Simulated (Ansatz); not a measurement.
**BH2O (SMILES B[O]) at UB3LYP/6-31G(d) (Cartesian functions)**

Aim: the energy change on altering one bond length of BH2O at UB3LYP/6-31G* (Cartesian functions), from 2 runs. 

The results are computed with Ansatz 0.2.0.

30 further runs of the same task are left out: 30 set aside as unsound or not needed.

### 1 Starting point

BH2O: 4 atoms, total charge 0, spin state doublet. SMILES: `B[O]`. The coordinates come from a PBE0-D4/def2-TZVP relaxation.

Bond lengths: B1–O2 1.281 Å, B1–H3 1.211 Å, B1–H4 1.211 Å. Angles: O2–B1–H3 119.9°, O2–B1–H4 119.9°, H3–B1–H4 120.2°.

### 2 A single-point energy at UB3LYP/6-31G(d) (Cartesian functions)

The input, in.yaml:

```yaml
crystal:
  periodic: [false, false, false]
  atoms:
    - symbol: B
      position_ang: [-0.001100, -0.010300, -0.015100]
    - symbol: O
      position_ang: [1.025300, -0.340800, 0.676900]
    - symbol: H
      position_ang: [-1.052600, -0.587700, 0.151600]
    - symbol: H
      position_ang: [0.083900, 0.878500, -0.833600]
basis:
  gaussian:
    orbitals: "6-31G*"
magnetization:
  spin_polarized: true
  initial_magnetization: 1
hamiltonian:
  xc: {name: B3LYP}
accuracy: high
output: {orbitals: {seedname: orbitals}}
```

Launch:

```sh
$ ansatz run in.yaml --threads 1 --pin off --max-ram 3480MiB --events-out events.jsonl --progress --plain --runs-dir runs
```

Standard output:

```text
Warning: RAYON_NUM_THREADS=1 ignored (pool sized by the plan → 1); use --threads N
Functional definition: B3LYP
  name "B3LYP"
  parameter a0 = 0.2
  parameter ax = 0.72
  parameter ac = 0.81
  exchange = (1 - a0 - ax)*slater_x + ax*b88_x + a0*exact_x
  correlation = (1 - ac)*vwn_rpa_c + ac*lyp_c
675 factors; integrals over basis functions are off by at most 2.4e-9 eV
mean field evaluation 1: about -2751.5981 eV, gradient 2.9e1 eV
mean field evaluation 2: about -2737.0580 eV, gradient 6.5e1 eV
mean field evaluation 4: about -2755.0879 eV, gradient 2.5e0 eV
mean field evaluation 8: about -2755.1211 eV, gradient 1.7e-2 eV
mean field evaluation 16: about -2755.1211 eV, gradient 6.9e-6 eV
mean field -2755.12110307 eV, -101.2488330495 hartree, gradient 4.7e-8 eV, S^2 0.757247; 0 other end points of the search recorded, 0 dependent functions left out
reference -2755.12112812 eV, -101.2488339702 hartree; 8, 7 occupied and 26, 27 virtual orbitals, 675 factors
Total energy: -2755.12112812 eV, -101.2488339702 hartree
```

It took 1.5 s on 1 thread of Arm Neoverse V2, shared host; peak memory 0.11 GiB.

### 3 The distorted shape, same level

The input, job.yaml:

```yaml
crystal:
  periodic: [false, false, false]
  atoms:
    - {symbol: B, position_ang: [0.524656, 0.278404, -0.098451]}
    - {symbol: O, position_ang: [1.551056, -0.052096, 0.593549]}
    - {symbol: H, position_ang: [-1.052600, -0.587700, 0.151600]}
    - {symbol: H, position_ang: [0.609656, 1.167204, -0.916951]}
basis:
  gaussian: {orbitals: "6-31G*"}
accuracy: high
magnetization: {spin_polarized: true, initial_magnetization: 1}
hamiltonian: {xc: {name: B3LYP}}
output: {orbitals: {seedname: orbitals}}
```

Launch:

```sh
$ ansatz run job.yaml --threads 1 --pin off --max-ram 3480MiB --events-out events.jsonl --progress --plain --runs-dir runs
```

Standard output:

```text
Warning: RAYON_NUM_THREADS=1 ignored (pool sized by the plan → 1); use --threads N
Functional definition: B3LYP
  name "B3LYP"
  parameter a0 = 0.2
  parameter ax = 0.72
  parameter ac = 0.81
  exchange = (1 - a0 - ax)*slater_x + ax*b88_x + a0*exact_x
  correlation = (1 - ac)*vwn_rpa_c + ac*lyp_c
671 factors; integrals over basis functions are off by at most 2.6e-9 eV
mean field evaluation 1: about -2747.1130 eV, gradient 3.8e1 eV
mean field evaluation 2: about -2677.3899 eV, gradient 1.2e2 eV
mean field evaluation 4: about -2753.5269 eV, gradient 5.6e0 eV
mean field evaluation 8: about -2753.6888 eV, gradient 7.8e-2 eV
mean field evaluation 16: about -2753.6889 eV, gradient 5.1e-5 eV
mean field -2753.68894839 eV, -101.1962023358 hartree, gradient 4.3e-8 eV, S^2 0.785111; 0 other end points of the search recorded, 0 dependent functions left out
reference -2753.68897510 eV, -101.1962033176 hartree; 8, 7 occupied and 26, 27 virtual orbitals, 671 factors
Total energy: -2753.68897510 eV, -101.1962033176 hartree
```

Wall time 1.4 s (1 thread of Arm Neoverse V2, shared host); peak memory 0.11 GiB.

### 4 Results

At UB3LYP/6-31G* (Cartesian functions):

| quantity | value |
| --- | --- |
| first shape: total energy | -101.24883 Eh |
| first shape: HOMO energy (highest over α and β) | -8.82 eV |
| first shape: LUMO energy (lowest over α and β) | -4.63 eV |
| first shape: ⟨S²⟩ | 0.757 |
| distorted shape: total energy | -101.19620 Eh |
| distorted shape: HOMO energy (highest over α and β) | -8.66 eV |
| distorted shape: LUMO energy (lowest over α and β) | -4.84 eV |
| distorted shape: ⟨S²⟩ | 0.785 |
| energy change with the B1–H3 bond stretched from 1.211 to 1.817 Å | 1.432 eV |

With the B1–H3 bond stretched from 1.211 to 1.817 Å the energy rises by 1.43 eV (33 kcal/mol). The first shape isn't relaxed at this level, so the change isn't measured from a minimum.
